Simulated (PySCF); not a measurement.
This PySCF input (PBE0/d-aug-cc-pVTZ) gives -475.24813 Eh with 372 basis functions.

```python
import numpy as np, basis_set_exchange as bse
from pyscf import gto, scf, dft, df

basis = {'C': gto.basis.parse(bse.get_basis('d-aug-cc-pVTZ', elements=['C'], fmt='nwchem')), 'F': gto.basis.parse(bse.get_basis('d-aug-cc-pVTZ', elements=['F'], fmt='nwchem'))}
mol = gto.M(
    atom='''
    C     0.00319266    0.00643257    0.66040383
    C    -0.00319266   -0.00643257   -0.66040383
    F     0.02490825    1.11427502    1.37583632
    F    -0.01150102   -1.08726216    1.39745609
    F     0.01150102    1.08726216   -1.39745609
    F    -0.02490825   -1.11427502   -1.37583632
    ''',
    basis=basis,
    charge=0,
    verbose=4,
    max_memory=8640,
)
mf = dft.RKS(mol, xc='pbe0')
mf.grids.level = 3
mf = mf.density_fit(auxbasis=df.autoaux(mol))
mf.conv_tol = 1e-9
mf.max_cycle = 100
scf.hf.overlap_zero_eigenvalue_threshold = 1e-6
print('smallest overlap eigenvalue', np.linalg.eigvalsh(mol.intor('int1e_ovlp'))[0])
mf.kernel()
dip = mf.dip_moment()
```

Change:
```diff
- basis = {'C': gto.basis.parse(bse.get_basis('d-aug-cc-pVTZ', elements=['C'], fmt='nwchem')), 'F': gto.basis.parse(bse.get_basis('d-aug-cc-pVTZ', elements=['F'], fmt='nwchem'))}
+ basis = {'C': gto.basis.parse(bse.get_basis('d-aug-cc-pVDZ', elements=['C'], fmt='nwchem')), 'F': gto.basis.parse(bse.get_basis('d-aug-cc-pVDZ', elements=['F'], fmt='nwchem'))}
```

Q: What does the run give now?

A: -475.12285 Eh (PBE0/d-aug-cc-pVDZ, 192 functions), a change of +125.28 mEh.
